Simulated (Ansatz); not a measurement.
# PH4− (singlet): the correlation ladder, aug-cc-pVDZ

Aim: climb from Hartree-Fock through coupled cluster and multireference methods for PH4− (singlet) at one geometry and basis, and see what each rung misses.

Method: aug-cc-pVDZ, core rule «outside noble gas», up to 5 orbitals frozen; program: Ansatz 0.2.0, Gaussian basis.

The runs, in order: UHF; CCSD(T) on RHF; CCSD(T) on UHF; BCCD(T) on RHF; CISD; CCSDT(Q) on RHF; CCSDT(Q) on UHF; CASSCF and MRCISD+Q, 10 electrons in 8 orbitals; CASSCF and NEVPT2, 10 electrons in 8 orbitals.

24 further runs of the same task are left out: 4 for a known fault of the program, 7 that didn't finish, 13 set aside as unsound or not needed.

## 1. The system

The geometry is a PBE0/def2-TZVPD stationary point (not a proven minimum) of the parent state, kept for this charge and spin.

5 atoms, charge -1, spin multiplicity 1.

Atoms are counted from 1 here; the program's logs count them from 0.

Bond lengths: P1–H2 1.511 Å, P1–H3 1.454 Å, P1–H4 1.454 Å, P1–H5 1.511 Å. Angles: H2–P1–H3 93.2°, H2–P1–H4 93.2°, H2–P1–H5 169.3°, H3–P1–H4 107.1°, H3–P1–H5 93.2°, H4–P1–H5 93.2°.

As a file:

```tsv
atom	x (Å)	y (Å)	z (Å)
P1	0.0416	0.0000	0.0000
H2	0.1823	0.0000	-1.5047
H3	-0.8218	1.1694	0.0000
H4	-0.8218	-1.1694	0.0000
H5	0.1823	0.0000	1.5047
```

In the tables R marks a restricted determinant and U an unrestricted one; 'valence' is the active space of 10 electrons in 8 orbitals; energies count from the table's Hartree-Fock row.

## 2. UHF

Input file in.yaml:

```yaml
crystal:
  periodic: [false, false, false]
  atoms:
    - {symbol: P, position_ang: [0.041622, 0.000000, 0.000000]}
    - {symbol: H, position_ang: [0.182325, 0.000000, -1.504740]}
    - {symbol: H, position_ang: [-0.821841, 1.169392, 0.000000]}
    - {symbol: H, position_ang: [-0.821841, -1.169392, 0.000000]}
    - {symbol: H, position_ang: [0.182325, 0.000000, 1.504740]}
basis:
  gaussian: {orbitals: aug-cc-pVDZ}
total_charge: -1
magnetization: {spin_polarized: true, initial_magnetization: 0}
hamiltonian: {xc: hf}
output: {orbitals: {seedname: orbitals}}
```

The run is started by

```sh
$ ansatz run in.yaml --threads 1 --pin off --events-out ev --progress --plain --max-ram 2393MiB
```

The log of the run:

```text
Functional definition: HF
  name "HF"
  cite "Fock, Z. Phys. 61, 126 (1930) doi:10.1007/BF01340294"
  parent pbe
  exchange = exact_x
  correlation = 0
686 factors; their error is unknown
mean field evaluation 1: about -9329.0754 eV, gradient 1.3e1 eV
mean field evaluation 2: about -9330.7214 eV, gradient 6.3e0 eV
mean field evaluation 4: about -9331.0963 eV, gradient 6.9e-1 eV
mean field evaluation 8: about -9331.1589 eV, gradient 5.8e-2 eV
mean field evaluation 16: about -9331.4092 eV, gradient 5.0e-1 eV
mean field evaluation 32: about -9327.6640 eV, gradient 1.5e1 eV
mean field evaluation 64: about -9331.6135 eV, gradient 9.4e-2 eV
mean field evaluation 96: about -9330.8582 eV, gradient 3.9e0 eV
mean field evaluation 128: about -9330.5681 eV, gradient 1.6e0 eV
mean field evaluation 160: about -9331.3022 eV, gradient 3.5e0 eV
mean field evaluation 192: about -9327.6463 eV, gradient 1.4e0 eV
mean field evaluation 224: about -9331.3674 eV, gradient 4.0e0 eV
mean field -9331.61351376 eV, -342.9304714359 hartree, gradient 3.1e-5 eV, S^2 0.948034; 8 other end points of the search recorded, 0 dependent functions left out
reference -9331.61351376 eV, -342.9304714359 hartree; 10, 10 occupied and 53, 53 virtual orbitals, 686 factors
Total energy: -9331.61351376 eV, -342.9304714359 hartree
```

Run time: 2.9 s. Hardware: 1 thread of Arm Neoverse V1, shared host.

From the report: ⟨S²⟩ of the determinant 0.948 (pure singlet: 0.00). The determinant is far from a pure spin state, so its energy mixes those of several spin states (harmless only where they are near-degenerate, as at dissociation).

The unrestricted solution breaks the spin symmetry, so the restricted determinant is unstable here.

## 3. CCSD(T) on RHF

Edit in.yaml of step 2 so:

```diff
@@ -11,4 +11,4 @@
 total_charge: -1
-magnetization: {spin_polarized: true, initial_magnetization: 0}
-hamiltonian: {xc: hf}
-output: {orbitals: {seedname: orbitals}}
+magnetization: {spin_polarized: false}
+correlation: {method: ccsd_t, electrons: outside_noble_gas}
+output: {forces: true}
```

Same command.

The log of the run (excerpt; [...] marks lines left out):

```text
Functional definition: HF
  name "HF"
  cite "Fock, Z. Phys. 61, 126 (1930) doi:10.1007/BF01340294"
  parent pbe
[...]
612 factors; integrals over basis functions are off by at most 1.1e-3 eV
[...]
mean field -9331.40535245 eV, -342.9228216489 hartree, gradient 2.0e-6 eV, S^2 0.000000; 1 other end points of the search recorded, 0 dependent functions left out; unrestricted orbitals would lower it
5 core orbitals not correlated: weight in the atoms' cores, before any rotation towards them, 1.000 or more for the frozen orbitals, at most 0.000 for the correlated occupied ones
reference -9331.40535245 eV, -342.9228216489 hartree; 5, 5 occupied and 53, 53 virtual orbitals, 612 factors
second order -5.06485513 eV of doubles, -0.00000000 eV of singles
cycle   1  -5.70191060 eV  change   -6.4e-1 eV  update   7.1e-2
[...]
cycle  16  -5.95647362 eV  change    3.1e-7 eV  update   5.6e-7
perturbative correction -0.20776936 eV, -0.0076353832 hartree
[...]
Total energy: -9337.56959543 eV, -343.1493534001 hartree
Atom 0 at     0.041622     0.000000     0.000000 Å, force     0.873983    -0.000000     0.000000 eV/Å
Atom 1 at     0.182325     0.000000    -1.504740 Å, force    -0.749812     0.000000    -2.075690 eV/Å
Atom 2 at    -0.821841     1.169392     0.000000 Å, force     0.312820    -0.569743    -0.000000 eV/Å
Atom 3 at    -0.821841    -1.169392     0.000000 Å, force     0.312820     0.569743    -0.000000 eV/Å
Atom 4 at     0.182325     0.000000     1.504740 Å, force    -0.749812    -0.000000     2.075690 eV/Å
Dipole moment:     0.143745     0.000000    -0.000000 e Å
```

Run time: 3.5 s. Hardware: 1 thread of Arm Neoverse V1, shared host.

From the report: correlation -6.1642 eV; T1 0.033; largest double amplitude 0.06.

## 4. CCSD(T) on UHF

Edit in.yaml of step 3 so:

```diff
@@ -11,3 +11,3 @@
 total_charge: -1
-magnetization: {spin_polarized: false}
+magnetization: {spin_polarized: true, initial_magnetization: 0}
 correlation: {method: ccsd_t, electrons: outside_noble_gas}
```

Launched as before.

The log of the run (excerpt; [...] marks lines left out):

```text
Functional definition: HF
  name "HF"
  cite "Fock, Z. Phys. 61, 126 (1930) doi:10.1007/BF01340294"
  parent pbe
[...]
612 factors; integrals over basis functions are off by at most 1.1e-3 eV
[...]
a density is far from that of the atoms, so the factors are made again for it
617 factors; integrals over basis functions are off by at most 1.1e-3 eV
[...]
mean field -9331.61362797 eV, -342.9304756329 hartree, gradient 9.0e-7 eV, S^2 0.948034; 26 other end points of the search recorded, 0 dependent functions left out
determinant -9331.61362797 eV, -342.9304756329 hartree, with singles and doubles -9337.02845899 eV, -343.1294670025 hartree
determinant -9331.40535233 eV, -342.9228216443 hartree, with singles and doubles -9337.39914637 eV, -343.1430895128 hartree
determinant -9331.16108662 eV, -342.9138450451 hartree, with singles and doubles -9336.88565856 eV, -343.1242191837 hartree
[...]
reference -9331.40535233 eV, -342.9228216443 hartree; 5, 5 occupied and 53, 53 virtual orbitals, 617 factors
second order -5.06485565 eV of doubles, -0.00000000 eV of singles
cycle   1  -5.95647243 eV  change   -3.5e-6 eV  update   3.4e-6
[...]
cycle   4  -5.95647368 eV  change    8.8e-7 eV  update   4.7e-7
perturbative correction -0.20776936 eV, -0.0076353833 hartree
[...]
Total energy: -9337.56959537 eV, -343.1493533980 hartree
Atom 0 at     0.041622     0.000000     0.000000 Å, force     0.873982     0.000000     0.000000 eV/Å
Atom 1 at     0.182325     0.000000    -1.504740 Å, force    -0.749812    -0.000000    -2.075689 eV/Å
Atom 2 at    -0.821841     1.169392     0.000000 Å, force     0.312821    -0.569743     0.000000 eV/Å
Atom 3 at    -0.821841    -1.169392     0.000000 Å, force     0.312821     0.569743    -0.000000 eV/Å
Atom 4 at     0.182325     0.000000     1.504740 Å, force    -0.749812    -0.000000     2.075689 eV/Å
Dipole moment:     0.143744    -0.000000     0.000000 e Å
```

It took 48 s on 1 thread of Arm Neoverse V1, shared host; peak memory 0.3 GiB.

From the report: ⟨S²⟩ of the determinant 0.000 (pure singlet: 0.00); correlation -6.1642 eV; T1 0.033; largest double amplitude 0.06.

## 5. BCCD(T) on RHF

Edit in.yaml of step 4 so:

```diff
@@ -11,4 +11,3 @@
 total_charge: -1
-magnetization: {spin_polarized: true, initial_magnetization: 0}
-correlation: {method: ccsd_t, electrons: outside_noble_gas}
-output: {forces: true}
+magnetization: {spin_polarized: false}
+correlation: {method: bccd_t, electrons: outside_noble_gas}
```

Launched as before.

The log of the run (excerpt; [...] marks lines left out):

```text
Functional definition: HF
  name "HF"
  cite "Fock, Z. Phys. 61, 126 (1930) doi:10.1007/BF01340294"
  parent pbe
[...]
612 factors; integrals over basis functions are off by at most 1.1e-3 eV
[...]
mean field -9331.40535245 eV, -342.9228216489 hartree, gradient 2.0e-6 eV, S^2 0.000000; 1 other end points of the search recorded, 0 dependent functions left out; unrestricted orbitals would lower it
5 core orbitals not correlated: weight in the atoms' cores, before any rotation towards them, 1.000 or more for the frozen orbitals, at most 0.000 for the correlated occupied ones
reference -9331.40535245 eV, -342.9228216489 hartree; 5, 5 occupied and 53, 53 virtual orbitals, 612 factors
second order -5.06485513 eV of doubles, -0.00000000 eV of singles
cycle   1  -5.71192285 eV  change   -6.5e-1 eV  update   7.1e-2
[...]
cycle  13  -5.94759262 eV  change   -4.8e-6 eV  update   9.6e-6
perturbative correction -0.21545305 eV, -0.0079177534 hartree
Total energy: -9337.56839812 eV, -343.1493093997 hartree
```

Wall time 1.4 s (1 thread of Arm Neoverse V1, shared host).

From the report: correlation -6.1630 eV; largest double amplitude 0.05.

## 6. CISD

Edit in.yaml of step 5 so:

```diff
@@ -11,3 +11,2 @@
 total_charge: -1
-magnetization: {spin_polarized: false}
-correlation: {method: bccd_t, electrons: outside_noble_gas}
+correlation: {active_space: {ras: {orbitals: [5, 0, 53], electrons: 10, max_holes: 2, max_particles: 2}, fixed_orbitals: true}}
```

Launched as before.

The log of the run:

```text
Functional definition: HF
  name "HF"
  cite "Fock, Z. Phys. 61, 126 (1930) doi:10.1007/BF01340294"
  parent pbe
  exchange = exact_x
  correlation = 0
612 factors; integrals over basis functions are off by at most 1.1e-3 eV
mean field evaluation 1: about -9329.3271 eV, gradient 1.9e1 eV
mean field evaluation 2: about -9329.3268 eV, gradient 1.9e1 eV
mean field evaluation 4: about -9331.2758 eV, gradient 1.9e0 eV
mean field evaluation 8: about -9331.4057 eV, gradient 8.2e-2 eV
mean field evaluation 16: about -9331.3860 eV, gradient 5.6e-1 eV
mean field -9331.40535245 eV, -342.9228216489 hartree, gradient 2.0e-6 eV, S^2 0.000000; 1 other end points of the search recorded, 0 dependent functions left out
reference -9331.40535245 eV, -342.9228216489 hartree; 10, 10 occupied and 53, 53 virtual orbitals, 612 factors
state -9336.88983117 eV, -343.1243725243 hartree
Total energy: -9336.88983117 eV, -343.1243725243 hartree
```

Run time: 2 s. Hardware: 1 thread of Arm Neoverse V1, shared host.

From the report: 25,836 determinants.

## 7. CCSDT(Q) on RHF

Edit in.yaml of step 6 so:

```diff
@@ -11,2 +11,3 @@
 total_charge: -1
-correlation: {active_space: {ras: {orbitals: [5, 0, 53], electrons: 10, max_holes: 2, max_particles: 2}, fixed_orbitals: true}}
+magnetization: {spin_polarized: false}
+correlation: {method: ccsdt_q, electrons: outside_noble_gas}
```

Launched as before.

The log of the run (excerpt; [...] marks lines left out):

```text
Functional definition: HF
  name "HF"
  cite "Fock, Z. Phys. 61, 126 (1930) doi:10.1007/BF01340294"
  parent pbe
[...]
1084 factors; integrals over basis functions are off by at most 2.0e-7 eV
[...]
mean field -9331.40536439 eV, -342.9228220878 hartree, gradient 2.1e-6 eV, S^2 0.000000; 1 other end points of the search recorded, 0 dependent functions left out; unrestricted orbitals would lower it
5 core orbitals not correlated: weight in the atoms' cores, before any rotation towards them, 1.000 or more for the frozen orbitals, at most 0.000 for the correlated occupied ones
reference -9331.40536439 eV, -342.9228220878 hartree; 5, 5 occupied and 53, 53 virtual orbitals, 1084 factors
second order -5.06487157 eV of doubles, -0.00000000 eV of singles
cycle   1  -5.70189303 eV  change   -6.4e-1 eV  update   8.3e-2
[...]
cycle  21  -6.19102449 eV  change   -2.2e-7 eV  update   1.6e-7
perturbative correction -0.01242750 eV, -0.0004567020 hartree
Total energy: -9337.60881638 eV, -343.1507947435 hartree
```

It took 30 s on 1 thread of Arm Neoverse V1, shared host; peak memory 0.44 GiB.

From the report: correlation -6.2035 eV; T1 0.038; largest double amplitude 0.06.

## 8. CCSDT(Q) on UHF

Edit in.yaml of step 7 so:

```diff
@@ -11,3 +11,3 @@
 total_charge: -1
-magnetization: {spin_polarized: false}
+magnetization: {spin_polarized: true, initial_magnetization: 0}
 correlation: {method: ccsdt_q, electrons: outside_noble_gas}
```

The command is unchanged.

The log of the run (excerpt; [...] marks lines left out):

```text
Functional definition: HF
  name "HF"
  cite "Fock, Z. Phys. 61, 126 (1930) doi:10.1007/BF01340294"
  parent pbe
[...]
1084 factors; integrals over basis functions are off by at most 2.0e-7 eV
[...]
a density is far from that of the atoms, so the factors are made again for it
1140 factors; integrals over basis functions are off by at most 1.2e-7 eV
[...]
mean field -9331.61364011 eV, -342.9304760790 hartree, gradient 3.5e-6 eV, S^2 0.948033; 27 other end points of the search recorded, 0 dependent functions left out
determinant -9331.61364011 eV, -342.9304760790 hartree, with singles and doubles -9337.02846089 eV, -343.1294670724 hartree
determinant -9331.40536434 eV, -342.9228220858 hartree, with singles and doubles -9337.39915862 eV, -343.1430899629 hartree
determinant -9331.16109829 eV, -342.9138454739 hartree, with singles and doubles -9336.88565212 eV, -343.1242189471 hartree
[...]
determinant -9331.61364011 eV, -342.9304760790 hartree, with singles and doubles -9336.78529226 eV, -343.1205307901 hartree
determinant -9331.40536434 eV, -342.9228220858 hartree, with singles and doubles -9337.36181925 eV, -343.1417177662 hartree
determinant -9331.16109829 eV, -342.9138454739 hartree, with singles and doubles -9336.78568224 eV, -343.1205451215 hartree
5 core orbitals not correlated: weight in the atoms' cores, before any rotation towards them, 1.000 or more for the frozen orbitals, at most 0.000 for the correlated occupied ones
reference -9331.40536434 eV, -342.9228220858 hartree; 5, 5 occupied and 53, 53 virtual orbitals, 1140 factors
second order -5.06487178 eV of doubles, -0.00000000 eV of singles
cycle   1  -5.70189297 eV  change   -6.4e-1 eV  update   8.3e-2
[...]
cycle  20  -6.19102444 eV  change   -1.1e-6 eV  update   3.1e-7
perturbative correction -0.01242750 eV, -0.0004567022 hartree
Total energy: -9337.60881628 eV, -343.1507947398 hartree
```

Wall time 2.6 min (1 thread of Arm Neoverse V1, shared host); peak memory 0.82 GiB.

From the report: ⟨S²⟩ of the determinant 0.000 (pure singlet: 0.00); correlation -6.2035 eV; T1 0.038; largest double amplitude 0.06.

## 9. CASSCF and MRCISD+Q, 10 electrons in 8 orbitals

Edit in.yaml of step 8 so:

```diff
@@ -11,3 +11,2 @@
 total_charge: -1
-magnetization: {spin_polarized: true, initial_magnetization: 0}
-correlation: {method: ccsdt_q, electrons: outside_noble_gas}
+correlation: {method: fic_mrcisd_q, electrons: outside_noble_gas, active_space: {window: {electrons: 10, orbitals: 8}, shells: [{species: H, l: s, shell: 1}, {species: P, l: s, shell: 3}, {species: P, l: p, shell: 3}]}}
```

Launched as before.

The log of the run (excerpt; [...] marks lines left out):

```text
Functional definition: HF
  name "HF"
  cite "Fock, Z. Phys. 61, 126 (1930) doi:10.1007/BF01340294"
  parent pbe
[...]
1084 factors; integrals over basis functions are off by at most 2.0e-7 eV
[...]
mean field -9331.40536439 eV, -342.9228220878 hartree, gradient 2.1e-6 eV, S^2 0.000000; 1 other end points of the search recorded, 0 dependent functions left out; unrestricted orbitals would lower it
reference -9331.40536439 eV, -342.9228220878 hartree; 10, 10 occupied and 53, 53 virtual orbitals, 1084 factors
state -9332.64522741 eV, -342.9683862132 hartree
contracted CI cycle   1: correlation 0.00000000 eV, 0.0000000000 hartree, residual 1.65e1 eV
contracted CI cycle   2: correlation -4.22569778 eV, -0.1552915293 hartree, residual 3.79e0 eV
contracted CI cycle   3: correlation -4.46217325 eV, -0.1639818422 hartree, residual 8.38e-1 eV
contracted CI cycle   4: correlation -4.47625045 eV, -0.1644991699 hartree, residual 2.42e-1 eV
contracted CI cycle   5: correlation -4.47742129 eV, -0.1645421976 hartree, residual 7.31e-2 eV
contracted CI cycle   6: correlation -4.47754258 eV, -0.1645466549 hartree, residual 2.57e-2 eV
contracted CI cycle   7: correlation -4.47755865 eV, -0.1645472455 hartree, residual 1.04e-2 eV
contracted CI cycle   8: correlation -4.47756130 eV, -0.1645473426 hartree, residual 4.16e-3 eV
contracted CI cycle   9: correlation -4.47756168 eV, -0.1645473568 hartree, residual 1.49e-3 eV
contracted CI cycle  10: correlation -4.47756173 eV, -0.1645473586 hartree, residual 5.12e-4 eV
state -9332.64522741 eV, -342.9683862132 hartree; corrected -9337.53940119 eV, -343.1482437821 hartree
Total energy: -9337.53940119 eV, -343.1482437821 hartree
Checks for a lower state left out: starts, orbital_swaps
```

It took 5.5 s on 1 thread of Arm Neoverse V1, shared host; peak memory 0.27 GiB.

From the report: 792 determinants; active occupations 2.00, 1.99, 1.99, 1.98, 1.98, 0.03, 0.02, 0.02.

## 10. CASSCF and NEVPT2, 10 electrons in 8 orbitals

Edit in.yaml of step 9 so:

```diff
@@ -11,2 +11,2 @@
 total_charge: -1
-correlation: {method: fic_mrcisd_q, electrons: outside_noble_gas, active_space: {window: {electrons: 10, orbitals: 8}, shells: [{species: H, l: s, shell: 1}, {species: P, l: s, shell: 3}, {species: P, l: p, shell: 3}]}}
+correlation: {method: sc_nevpt2, electrons: outside_noble_gas, active_space: {window: {electrons: 10, orbitals: 8}, shells: [{species: H, l: s, shell: 1}, {species: P, l: s, shell: 3}, {species: P, l: p, shell: 3}]}}
```

Launched as before.

The log of the run:

```text
Functional definition: HF
  name "HF"
  cite "Fock, Z. Phys. 61, 126 (1930) doi:10.1007/BF01340294"
  parent pbe
  exchange = exact_x
  correlation = 0
1084 factors; integrals over basis functions are off by at most 2.0e-7 eV
mean field evaluation 1: about -9329.3272 eV, gradient 1.9e1 eV
mean field evaluation 2: about -9329.3268 eV, gradient 1.9e1 eV
mean field evaluation 4: about -9331.2756 eV, gradient 1.9e0 eV
mean field evaluation 8: about -9331.4056 eV, gradient 8.2e-2 eV
mean field evaluation 16: about -9331.3859 eV, gradient 5.6e-1 eV
mean field -9331.40536439 eV, -342.9228220878 hartree, gradient 2.1e-6 eV, S^2 0.000000; 1 other end points of the search recorded, 0 dependent functions left out; unrestricted orbitals would lower it
reference -9331.40536439 eV, -342.9228220878 hartree; 10, 10 occupied and 53, 53 virtual orbitals, 1084 factors
state -9332.64522741 eV, -342.9683862132 hartree
state -9332.64522741 eV, -342.9683862132 hartree; corrected -9336.27099544 eV, -343.1016307305 hartree
Total energy: -9336.27099544 eV, -343.1016307305 hartree
Checks for a lower state left out: starts, orbital_swaps
```

Wall time 3.2 s (1 thread of Arm Neoverse V1, shared host).

From the report: 792 determinants; active occupations 2.00, 1.99, 1.99, 1.98, 1.98, 0.03, 0.02, 0.02.

## 11. Natural occupations

Natural occupations of the CASSCF valence state about the gap (report; correlated orbitals 1 to 8): 1.996, 1.992, 1.988, 1.976, 1.975, 0.027, 0.025, 0.021. The count of effectively unpaired electrons, Σ n²(2 − n)², is 0.01; a single determinant of this spin has 0.

## 12. The ladder

No level here is safe as a reference; RCCSDT(Q) serves as a yardstick only. Rows without a time come out of other runs: HF, MP2 and CCSD of CCSD(T), CCSDT of CCSDT(Q), CASSCF and MRCISD of the multireference runs. The times of RCCSD(T) include forces.

Differences are taken before rounding.

```tsv
method	energy from the lowest RHF (meV)	from RCCSDT(Q) (meV)	time
RHF	0.0	+6203.5	
UHF	-208.2	+5995.3	2.9 s
RMP2	-5064.9	+1138.6	
CISD	-5484.5	+719.0	2 s
RCCSD	-5956.5	+247.0	
RCCSD(T)	-6164.2	+39.2	3.5 s
BCCD(T)	-6163.0	+40.4	1.4 s
RCCSDT	-6191.0	+12.4	
RCCSDT(Q)	-6203.5	0	30 s
CASSCF valence	-1239.9	+4963.6	
NEVPT2 valence	-4865.6	+1337.8	3.2 s
MRCISD valence	-5717.4	+486.0	
MRCISD+Q valence	-6134.0	+69.4	5.5 s
```

Among the levels timed on like hardware and quicker than the yardstick, those that no quicker one beats, quickest first: BCCD(T) (1.4 s, +40.4 meV); RCCSD(T) (3.5 s, +39.2 meV).

Not comparable, so not listed: CCSD(T) on UHF; CCSDT(Q) on UHF (they don't share determinant, frozen orbitals or solution with the rows shown, or repeat one).

## 13. Outcome

```
                       quantity        value
 RCCSDT(Q) below the RHF energy   -6.2035 eV
            RMP2 from RCCSDT(Q)  +1138.6 meV
           RCCSD from RCCSDT(Q)   +247.0 meV
        RCCSD(T) from RCCSDT(Q)    +39.2 meV
  NEVPT2 valence from RCCSDT(Q)  +1337.8 meV
MRCISD+Q valence from RCCSDT(Q)    +69.4 meV
                  T1 diagnostic        0.033
 effectively unpaired electrons         0.01
```

In words: RCCSD(T) misses by +39.2 meV, 0.6 % of the correlation energy. One determinant dominates. The highest orbital lies above zero: the basis alone holds the extra electron. Warnings: restricted reference is unstable; spin contamination; large T1 diagnostic.
